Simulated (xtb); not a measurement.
xtb input (GFN-FF):

```bash
xtb mol.xyz --gfnff --opt tight --chrg 0 --uhf 0
```
mol.xyz:
```
2

N     -0.00000000    -0.00000000    -0.54544247
N      0.00000000     0.00000000     0.54544247
```

End of the output:

```
         :::::::::::::::::::::::::::::::::::::::::::::::::::::
         ::                     SUMMARY                     ::
         :::::::::::::::::::::::::::::::::::::::::::::::::::::
         :: total energy              -0.444144600852 Eh    ::
         :: gradient norm              0.000154086936 Eh/a0 ::
         ::.................................................::
         :: bond energy               -0.471302893876 Eh    ::
         :: angle energy               0.000000000000 Eh    ::
         :: torsion energy             0.000000000000 Eh    ::
         :: repulsion energy           0.027356264224 Eh    ::
         :: electrostat energy         0.000000000000 Eh    ::
         :: dispersion energy         -0.000197971200 Eh    ::
         :: HB energy                  0.000000000000 Eh    ::
         :: XB energy                  0.000000000000 Eh    ::
         :: bonded atm energy          0.000000000000 Eh    ::
         :: external energy            0.000000000000 Eh    ::
         :: add. restraining           0.000000000000 Eh    ::
         :: total charge               0.000000000000 e     ::
         :::::::::::::::::::::::::::::::::::::::::::::::::::::

           -------------------------------------------------
          |                Property Printout                |
           -------------------------------------------------

molecular dipole:
                 x           y           z       tot (Debye)
 q only:        0.000       0.000       0.000       0.000
           -------------------------------------------------
          |                Geometry Summary                 |
           -------------------------------------------------

      molecular mass/u    :       28.0134064
   center of mass at/Å    :        0.0000000       0.0000000       0.0000000
  moments of inertia/u·Å² :        0.0000000E+00   0.8691743E+01   0.8691743E+01
rotational constants/cm⁻¹ :             Infinity   0.1939500E+01   0.1939500E+01

 * 1 selected distances

     #   Z          #   Z                                           value/Å
     0   0          0   0                                         0.0000000 (max)

 * 0 distinct bonds (by element types)

   Z      Z             #   av. dist./Å        max./Å        min./Å

optimized geometry written to: xtbopt.xyz

           -------------------------------------------------
          | TOTAL ENERGY               -0.444144600852 Eh   |
          | GRADIENT NORM               0.000154086936 Eh/α |
           -------------------------------------------------
########################################################################
[WARNING] Runtime exception occurred
-1- gfnff_setup: Could not read topology file.
########################################################################

------------------------------------------------------------------------
------------------------------------------------------------------------
 total:
 SCF:
 ANC optimizer:
```
